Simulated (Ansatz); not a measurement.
Consider the hydrogenolysis of a C–C bond: `C=CCC(F)Cl` + H₂ → `FCCl` + `C=CC`.

Isolated molecules relaxed with PBE0-D4/def2-TZVP in Ansatz; ΔE leaves out vibrations. CCSD(T)/CBS is the MP2 limit (def2-TZVPP, def2-QZVPP) plus CCSD(T) − MP2 in def2-TZVPP, frozen cores. This one scheme is used for every species. DFT in def2-TZVPP. B3LYP here is the variant with VWN-RPA as its local correlation; programs differ in this. HSE06 is defined as in plane-wave codes. One conformer a species, not always the lowest.

`C=CCC(F)Cl`:

```xyz
12

C    -0.939    1.743    0.330
C    -0.350    0.610    0.679
C    -0.364   -0.629   -0.152
C     1.009   -1.193   -0.441
F     1.646   -1.499    0.726
Cl    2.020   -0.051   -1.354
H    -1.468    1.842   -0.613
H    -0.912    2.615    0.973
H     0.177    0.545    1.627
H    -0.908   -1.426    0.371
H    -0.871   -0.454   -1.104
H     0.961   -2.102   -1.043
```

H₂:

Cartesian coordinates in Å:
```
H 0.217 -0.203 -0.225
H -0.217 0.203 0.225
```

`FCCl`:

Cartesian coordinates in Å:
```
F -0.834 1.041 -0.253
C 0.017 -0.006 -0.134
Cl 0.225 -0.445 1.564
H 0.993 0.278 -0.526
H -0.401 -0.869 -0.652
```

`C=CC`:

Cartesian coordinates in Å:
```
C 0.122 0.134 -1.374
C 0.528 0.069 -0.113
C -0.362 -0.133 1.064
H -0.928 0.040 -1.635
H 0.821 0.282 -2.188
H 1.590 0.168 0.099
H -0.085 -1.037 1.616
H -0.277 0.701 1.768
H -1.408 -0.223 0.764
```

```tsv
level	ΔE (kJ/mol)	difference from CCSD(T)/CBS
r2SCAN-D4	-39.7	-0.6
CAM-B3LYP-D4	-45.3	-6.2
PBE	-49.5	-10.4
r2SCAN	-42.3	-3.2
B3LYP	-58.4	-19.3
r2SCAN0	-45.8	-6.7
HSE06	-51.5	-12.4
LC-ωPBE	-49.9	-10.8
MP2/def2-SVP	-28.8	10.3
CCSD/def2-SVP	-38.9	0.2
CCSD(T)/def2-SVP	-33.8	5.3
CCSD/def2-TZVPP	-45.9	-6.8
HF/def2-QZVPP	-68.9	-29.8
SCS-MP2/def2-QZVPP	-40.8	-1.7
HF/CBS(def2)	-69.0	-29.9
MP2/CBS(def2)	-33.5	5.6
CCSD(T)/CBS	-39.1	0
```

Q: What do rigid-rotor, harmonic-oscillator terms from PBE0-D4/def2-TZVP frequencies (298.15 K, 1 bar) make of the CCSD(T)/CBS value? (Estimate.)

A: Ansatz gave: ΔZPE = +21.7 kJ/mol, ΔH = -21.7 kJ/mol, ΔS = 53 J/(mol·K), ΔG = -37.4 kJ/mol.

Largest T1 diagnostic among the species: 0.011.

In def2-TZVPP, CCSD(T) changes the Hartree–Fock value by +28.3 kJ/mol (the triples alone add +5.9 kJ/mol) and MP2 by +33.9 kJ/mol. From r2SCAN to r2SCAN0 (25 % exact exchange), in def2-TZVPP and without D4, ΔE moves by −3.5 kJ/mol.
